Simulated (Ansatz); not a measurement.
**C3H6O3: one species, many methods**

The task here is to estimate one member of a computed series from the others.

Method: functionals in def2-TZVPP, the program's frozen cores in correlated methods; program: Ansatz 0.2.0, Gaussian basis.

Plan: PBE-D4, r2SCAN-D4, PBE0-D4, B3LYP-D4, ωB97X-V, ωB97M-V, B2PLYP; CCSD(T)/def2-TZVPP; MP2/def2-QZVPP; extrapolation to the limit.

## The relaxed structure

The geometry comes from an earlier relaxation with PBE0-D4 in a triple-zeta def2 set; it is a stationary point, not always the lowest conformer.

SMILES `O=CCOCO`, 12 atoms, charge 0, spin multiplicity 1.

Atoms are counted from 1 here; the program's logs count them from 0.

Bond lengths: O1–C2 1.198 Å, C2–C3 1.512 Å, C2–H7 1.111 Å, C3–O4 1.404 Å, C3–H8 1.097 Å, C3–H9 1.096 Å, O4–C5 1.397 Å, C5–O6 1.395 Å, C5–H10 1.094 Å, C5–H11 1.096 Å, O6–H12 0.962 Å. Angles: O1–C2–C3 123.2°, O1–C2–H7 122.0°, C3–C2–H7 114.7°, C2–C3–O4 113.8°, C2–C3–H8 108.8°, C2–C3–H9 107.0°, O4–C3–H8 112.3°, O4–C3–H9 106.9°, H8–C3–H9 107.8°, C3–O4–C5 113.5°, O4–C5–O6 113.3°, O4–C5–H10 105.3°, O4–C5–H11 110.4°, O6–C5–H10 112.2°, O6–C5–H11 105.5°, H10–C5–H11 110.1°, C5–O6–H12 108.7°.

Set-up of the first run:

File in.yaml:

```yaml
crystal:
  periodic: [false, false, false]
  atoms:
    - {symbol: O, position_ang: [-0.653022, 2.484903, 0.797011]}
    - {symbol: C, position_ang: [-0.766118, 1.295472, 0.716054]}
    - {symbol: C, position_ang: [-0.773303, 0.552294, -0.600916]}
    - {symbol: O, position_ang: [-0.536562, -0.825763, -0.474839]}
    - {symbol: C, position_ang: [0.818333, -1.151012, -0.377184]}
    - {symbol: O, position_ang: [1.422420, -0.660853, 0.780433]}
    - {symbol: H, position_ang: [-0.922221, 0.656224, 1.611094]}
    - {symbol: H, position_ang: [-0.063273, 1.035361, -1.283901]}
    - {symbol: H, position_ang: [-1.776579, 0.665579, -1.026464]}
    - {symbol: H, position_ang: [0.858593, -2.242541, -0.433637]}
    - {symbol: H, position_ang: [1.378879, -0.709487, -1.209137]}
    - {symbol: H, position_ang: [1.089954, -1.155380, 1.535382]}
basis:
  gaussian: {orbitals: def2-TZVPP}
hamiltonian: {xc: pbe, dispersion: d4}
output: {forces: true, orbitals: {seedname: orbitals}}
```

Command:

```console
$ ansatz run in.yaml --threads 4 --pin off --events-out ev --progress --plain --max-ram 10444MiB
```

Among the steps run: PBE-D4 (GGA); r2SCAN-D4 (meta-GGA); PBE0-D4 (hybrid); B3LYP-D4 (hybrid); ωB97X-V (range-separated); ωB97M-V (range-separated); B2PLYP (double hybrid); CCSD(T) in def2-TZVPP; MP2 in def2-QZVPP.

One of the session's tables, all rows but one given; the rest of the session is left out.

It belongs to the step «Atomisation energies». 

```
            method  atomisation energy (kJ/mol)
            PBE-D4                       5035.1
         r2SCAN-D4                            ?
           PBE0-D4                       4884.7
          B3LYP-D4                       4859.9
           ωB97X-V                       4876.5
           ωB97M-V                       4884.4
            B2PLYP                       4817.8
     HF/def2-TZVPP                       3355.5
    MP2/def2-TZVPP                       4863.7
   CCSD/def2-TZVPP                       4645.0
CCSD(T)/def2-TZVPP                       4735.7
           MP2/CBS                       4996.3
       CCSD(T)/CBS                       4868.3
```

**Question.** Estimate the row for r2SCAN-D4.

The run gave: atomisation energy (kJ/mol): 4883.1. In the column «atomisation energy (kJ/mol)» it lies between ωB97X-V (4876.5) and ωB97M-V (4884.4).

Limits of these values: Free atoms (3 O, 3 C, 6 H) were run apart at each level; the atomisation energy is their sum less the molecule, without zero-point or spin-orbit terms.
